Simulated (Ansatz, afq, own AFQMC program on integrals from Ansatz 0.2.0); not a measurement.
# Where AFQMC and coupled cluster stand for BH₄, doublet

| atom | x (Å) | y (Å) | z (Å) |
| --- | --- | --- | --- |
| B | 0.0000 | 0.0000 | 0.0000 |
| H | 0.3666 | 0.7182 | 0.7166 |
| H | -0.3751 | -0.7140 | 0.7164 |
| H | -0.3649 | 0.7148 | -0.7209 |
| H | 0.3734 | -0.7191 | -0.7122 |

Basis 6-31G. Noble-gas cores (and the filled d shells of Ga–Kr and In–Xe) are frozen. Integrals, coupled cluster, full CI and functionals: Ansatz 0.2.0; the random walks run on the same integrals in our own AFQMC program. ph-AFQMC/CISD is guided by a CISD state made of CCSD amplitudes; releasing the constraint for a short imaginary time cuts its bias at the price of noise, slowly where states lie close. Error bars are statistical, one sigma.

Determinant: ROHF, the one that the program's search chose, which needn't be the lowest solution. The geometry is a point of a scan.

Full CI on the same integrals is exact in this basis and with this determinant's frozen core.

```
T1 diagnostic                               : 0.0114
weight of the determinant in the CISD state : 0.950
size of the correlated space                : 7 electrons in 16 orbitals
```

Reference: full CI, correlation energy -2.474 eV. The released energy is read at 2.40 1/Eh (meV from the phaseless value at times in 1/Eh: -1.7 ± 0.9 at 0.24, -2.4 ± 0.6 at 0.51, -3.8 ± 0.5 at 0.99, -4.0 ± 0.4 at 1.62, -4.5 ± 0.4 at 2.40).

```
         level  E − E(reference) (kJ/mol)  share of correlation (%)
            HF                      238.7                      0.00
           MP2                       57.2                     76.03
          CCSD                        4.5                     98.12
       CCSD(T)                        1.1                     99.53
         CCSDT                        0.1                     99.95
      CCSDT(Q)                        0.0                     99.99
        CCSDTQ                        0.0                    100.00
 ph-AFQMC/CISD                 0.4 ± 0.09                     99.82
released AFQMC                 0.0 ± 0.04                    100.00
```

CCSDT and higher add their correlation energy to the determinant of the CCSD(T) run, since their own runs factorise the integrals more tightly (a shift of under 2 meV). A walk keeps the symmetry of its determinant, which the program's search chose and which needn't be the lowest solution, so a lower state of the same spin and another symmetry isn't excluded. Released energies are given only where the last usable release times agree within the noise; a slower fall can still hide under it.
